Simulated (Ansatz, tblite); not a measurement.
# The cluster TaO₂−: a ladder of methods and basis sets

One table from this session's results is given with a row withheld; the runs are named, their logs left out.

Computed with Ansatz 0.2.0, Gaussian basis. Level: as each input shows.

The runs, in order: GFN1-xTB, GFN2-xTB, PBE-D4/def2-TZVPD, r2SCAN-D4/def2-TZVPD, revPBE-D4/def2-TZVPD, B2PLYP/def2-TZVPD, r2SCAN0-D4/def2-TZVPD, LC-ωPBE/def2-TZVPD, B3LYP-D4/def2-TZVPD, PBE+5HF/def2-TZVPD, PBE+10HF/def2-TZVPD, PBE+15HF/def2-TZVPD, PBE+35HF/def2-TZVPD, PBE+50HF/def2-TZVPD, PBE-D4/def2-SVPD, PBE0-D4/def2-SVPD, CCSD(T)/def2-TZVPPD, MP2/def2-TZVPD, RPA/def2-TZVPD.

### The structure

The singlet was relaxed beforehand with PBE-D4/def2-TZVPD. At that level it is the lowest of the isomers that a small search found.

3 atoms, charge -1, spin multiplicity 1.

Bond lengths: Ta1–O2 1.762 Å, Ta1–O3 1.762 Å. Angles: O2–Ta1–O3 107.1°.

Ta takes a core potential in the def2 sets. No spin-orbit coupling is included. The ion is computed in the gas phase, without counter-ions or solvent.

PBE0-D4/def2-TZVPD was run before; its log isn't repeated, and its numbers join the tables.

Set-up of the first run:

Tight binding, by tblite at 300 K electronic temperature and without a spin-polarisation term:

```python
tblite.interface.Calculator('GFN1-xTB', numbers, positions, charge=-1, uhf=0).singlepoint()
```

Tight binding, by tblite at 300 K electronic temperature and without a spin-polarisation term:

```python
tblite.interface.Calculator('GFN2-xTB', numbers, positions, charge=-1, uhf=0).singlepoint()
```

start.molden holds the orbitals of an earlier run on this state, given as this run's starting guess.

in.yaml

```yaml
crystal:
  periodic: [false, false, false]
  atoms:
    - {symbol: Ta, position_ang: [-0.687162, 0.077863, 0.094383]}
    - {symbol: O, position_ang: [0.575912, 1.179898, 0.638813]}
    - {symbol: O, position_ang: [0.111250, -1.257761, -0.733196]}
basis:
  gaussian: {orbitals: def2-TZVPD, initial_orbitals: start.molden}
total_charge: -1
hamiltonian: {xc: pbe, dispersion: d4}
scf: {omitted_lower_state_checks: [starts]}
output: {orbitals: {seedname: orbitals}}
```

On the command line:

```bash
ansatz run in.yaml --threads 2 --pin off --events-out ev --progress --plain --max-ram 4352MiB
```

Among the steps run: PBE-D4/def2-TZVPD; r2SCAN-D4/def2-TZVPD; revPBE-D4/def2-TZVPD; B2PLYP/def2-TZVPD; r2SCAN0-D4/def2-TZVPD; LC-ωPBE/def2-TZVPD; B3LYP-D4/def2-TZVPD; PBE+5HF/def2-TZVPD; PBE+10HF/def2-TZVPD; PBE+15HF/def2-TZVPD; PBE+35HF/def2-TZVPD; PBE+50HF/def2-TZVPD; PBE-D4/def2-SVPD; PBE0-D4/def2-SVPD; CCSD(T)/def2-TZVPPD; MP2/def2-TZVPD; RPA/def2-TZVPD.

One table of the session follows, with a row left open; its other results are not shown here.

```
                level  HOMO (eV)  LUMO (eV)  gap (eV)
     PBE-D4/def2-SVPD       0.35       1.99      1.64
    PBE-D4/def2-TZVPD       0.28       1.87      1.59
 revPBE-D4/def2-TZVPD       0.34       1.92      1.59
 r2SCAN-D4/def2-TZVPD       0.12       1.92      1.80
  B3LYP-D4/def2-TZVPD      -0.41       2.37      2.77
    PBE0-D4/def2-SVPD      -0.49       2.70      3.19
   PBE0-D4/def2-TZVPD      -0.54       2.54      3.08
r2SCAN0-D4/def2-TZVPD      -0.65       2.58      3.23
   LC-ωPBE/def2-TZVPD      -2.71       4.10      6.81
   PBE+5HF/def2-TZVPD          ?          ?         ?
  PBE+10HF/def2-TZVPD      -0.04       2.15      2.19
  PBE+15HF/def2-TZVPD      -0.21       2.28      2.49
  PBE+35HF/def2-TZVPD      -0.87       2.79      3.66
  PBE+50HF/def2-TZVPD      -1.38       3.13      4.50
```

Q: Estimate the row for PBE+5HF/def2-TZVPD from the others.

The run gave: HOMO (eV): 0.12; LUMO (eV): 2.01; gap (eV): 1.89.
